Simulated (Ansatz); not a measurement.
Saddle point of C2H4N, doublet (C₂H₃N (CC#N) + H → C₂H₂N ([CH2][C][N]) + H₂; bonds formed: H1–H5; bonds broken: H1–C2), PBE0-D4/def2-TZVP structure:

H1  (-0.911, 0.592, -0.209)
C2  (0.334, 0.316, 0.111)
C3  (0.486, -1.097, 0.061)
N4  (0.572, -2.246, 0.011)
H5  (-1.805, 0.840, -0.436)
H6  (0.425, 0.741, 1.107)
H7  (0.900, 0.854, -0.645)
(Å)

Energies are electronic, without zero-point energy. Barriers and step energies count from the start structure reached by relaxing down the imaginary mode; all methods use the PBE0-D4 structures, on which another method's saddle can fall below an end. Program: Ansatz 0.2.0. Basis: def2-TZVPP, with def2-QZVPP for the basis limit. Cores are frozen in the correlated methods; orbitals are unrestricted. B3LYP uses VWN-RPA correlation. Extrapolation: Hartree–Fock as exp(−7.88 √X), correlation as X^−2.97.

```tsv
method	barrier (kcal/mol)	step energy (kcal/mol)
SPW92	0.58	-3.68
PBE-D4	5.19	-6.85
BLYP-D4	?	-11.79
r2SCAN-D4	4.45	-10.67
B97M-V	7.28	-8.67
PBE0-D4	8.72	-5.65
B3LYP-D4	?	-10.32
r2SCAN0-D4	7.04	-9.66
BHLYP-D4	10.26	-9.19
CAM-B3LYP-D4	8.59	-7.91
wB97X-V	?	-5.33
wB97M-V	11.95	-5.84
B2PLYP	10.23	-6.79
PBE-QIDH	13.39	-2.35
RPA on PBE	12.80	-6.95
HF	22.63	-7.59
MP2	20.70	8.21
CCSD	13.82	-6.49
CCSD(T)	13.14	-5.73
```

(1) Fill in the withheld barriers. (An estimate is asked for; the value comes from the calculation.)

No T1 diagnostic of these runs exceeds 0.034. ⟨S²⟩ of the unrestricted Hartree–Fock references: 0.75 to 0.94 (a pure state has 0.75). The unrestricted reference is spin-contaminated, which hurts MP2 most.

## Answers

(1) Computed: B3LYP-D4 6.19; BLYP-D4 3.29; wB97X-V 12.11 kcal/mol. Each is the energy of the saddle less that of the start structure, by the same method.

For comparison, the barrier by CCSD(T) at an estimated basis limit (MP2 extrapolated from triple and quadruple zeta, plus CCSD(T) − MP2 in triple zeta) is 13.01 kcal/mol.

Labels in which every atom is bracketed show which atoms are joined, not bond orders.

For scale, one of the runs: CCSD(T)/def2-TZVPP, 149 basis functions, launched by `ansatz run in.yaml --threads 2 --pin off --events-out ev --progress --plain --max-ram 4352MiB`. Hardware: 2 CPU threads of an Arm Neoverse V2, shared host. Wall time 45 s; peak host memory 2.3 GiB.
